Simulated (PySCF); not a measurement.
## One reaction down a group: C, Si, Ge, Sn

The same gas-phase reaction for C, Si, Ge, Sn:
- CH3Cl + Cl → CCl2 + 3 H
- SiH3Cl + Cl → SiCl2 + 3 H
- GeH3Cl + Cl → GeCl2 + 3 H
- SnH3Cl + Cl → SnCl2 + 3 H

Method: PySCF energies plus ideal-gas RRHO corrections (1 bar). † marks an energy on the PBE0/def2-TZVP geometry and frequencies. MP2 and CCSD(T) freeze the core. Open shells (unrestricted): Cl (multiplicity 2, electronic degeneracy 6), H (multiplicity 2); the rest are closed-shell singlets. Spin-orbit splitting is ignored; it lowers the true energy and changes the entropy of Cl. Sn: scalar-relativistic def2 core potential, no spin-orbit coupling. Ge: all electrons, no relativistic terms. SnH3Cl: computed as isolated molecules; such fragments, hydroxides, amides, oligomers or adducts are transient or little studied in the gas. MP2 isn't extrapolated to the basis-set limit. CCSD(T) isn't extrapolated to the basis-set limit. The harmonic model lacks anharmonicity and excited electronic states, which grow with temperature; levels with a mode under 35 cm⁻¹ are left out. Soft modes under 120 cm⁻¹ make the harmonic entropy rough for SnCl2. Warning, large T1 diagnostic: CCl2 (CCSD(T)/def2-SVP†, CCSD(T)/def2-TZVPP†).

ΔH°(298 K) in kJ, by level:

```csv
level,C,Si,Ge,Sn
ωB97M-V/def2-TZVP†,831.2,486.1,417.4,331.5
MP2/def2-TZVPP†,819.1,468.6,404.2,287.9
CCSD(T)/def2-SVP†,842.8,507.1,445.8,349.2
M06-2X/def2-TZVP†,837.5,484.2,412.1,312.8
CCSD(T)/def2-TZVPP†,843.5,511.9,451.5,352.4
```

At ωB97M-V/def2-TZVP†, ΔH° falls from C to Sn, over a range of 499.7 kJ; the steps are -345.1, -68.7, -85.9 kJ. 5 of the 5 levels shown give the same order. The levels scatter most for Sn (64.5 kJ between the highest and the lowest) and least for C (24.4 kJ). ΔS°(298 K) runs from 205.7 to 207.4 J/K, so TΔS° at 298 K spreads over 0.5 kJ among the members, against 499.7 kJ for ΔH°.

Free energies at ωB97M-V/def2-TZVP†:

| member | ΔS°(298 K), J/K | ΔG°(298 K), kJ | ΔG°(1400 K), kJ | ΔG° changes sign |
|---|---|---|---|---|
| C | 206.4 | 770 | 503 | none from 298 to 2500 K |
| Si | 207.0 | 424 | 168 | 2000 to 2500 K |
| Ge | 207.4 | 356 | 100 | 1800 to 2000 K |
| Sn | 205.7 | 270 | 21 | 1400 to 1600 K |

The NASA 1993 table, where it holds all species, gives ΔH°(298 K) = 853 kJ for C, 506 kJ for Si; its entries are part measured, part old estimates, and weren't checked at source.
